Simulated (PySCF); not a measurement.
**Deuteron quadrupole couplings in `CC/C=C/F`**

Species: C₄H₇F.
Atom-mapped SMILES: `[CH3:1][CH2:2]/[CH:3]=[CH:4]/[F:5]` (hydrogens: H6, H7, H8 on C1; H9, H10 on C2; H11 on C3; H12 on C4)

Cartesian coordinates in Å at the PBE0-D3(BJ)/def2-SVP level; atoms count from 1:
```xyz
12
C4H7F angstrom
C     -1.6209    0.1464   -0.1580
C     -0.3049    0.3623    0.5823
C      0.7758   -0.5654    0.1275
C      1.9204   -0.1565   -0.4090
F      2.8625   -1.0030   -0.8227
H     -2.4081    0.8164    0.2212
H     -1.5026    0.3333   -1.2363
H     -1.9784   -0.8890   -0.0395
H     -0.4710    0.2197    1.6653
H      0.0283    1.4069    0.4622
H      0.6135   -1.6455    0.2206
H      2.2007    0.8914   -0.5625
```

Level: PBE0/pcSseg-1 (PySCF, non-relativistic); Q(2H) = 0.00286 b; rigid geometry, the same for H and D, with no vibrational averaging.

Question: Rank these positions by the coupling χzz of a deuteron there, largest first.
A. H11 (vinylic hydrogen)
B. H9 (methylene hydrogen)
C. H7 (methyl hydrogen)

Answer: A (202 kHz), C (195 kHz), B (189 kHz).

Question: What are Vzz, η and χzz (234.96 MHz × Q × Vzz) at all hydrogens?

Answer: 
```tsv
atom	bonded to	bond length (Å)	Vzz (au)	η	χzz (kHz)
H6	C1	1.101	0.2918	0.02	196
H7	C1	1.101	0.2907	0.02	195
H8	C1	1.102	0.2897	0.03	195
H9	C2	1.105	0.2813	0.02	189
H10	C2	1.103	0.2841	0.04	191
H11	C3	1.096	0.3000	0.08	202
H12	C4	1.096	0.2925	0.12	197
```

Question: How does χzz go with the bond length over the 7 C–H bonds?

Answer: A straight-line fit has a slope of -10.3 kHz for each 0.01 Å, with a correlation coefficient of -0.86, over lengths from 1.096 to 1.105 Å. The longer bonds have the smaller couplings here.

One conformer (not necessarily the lowest) at the PBE0-D3(BJ)/def2-SVP geometry, without solvent, vibrations or thermal averaging. A larger basis could move these couplings by a tenth or more.

These values come from a run that also computed NMR shieldings. The run took 8.9 s wall on one thread of an Intel Xeon Platinum 8375C at 2.90 GHz (shared host), and the process peaked at 0.54 GiB of memory.
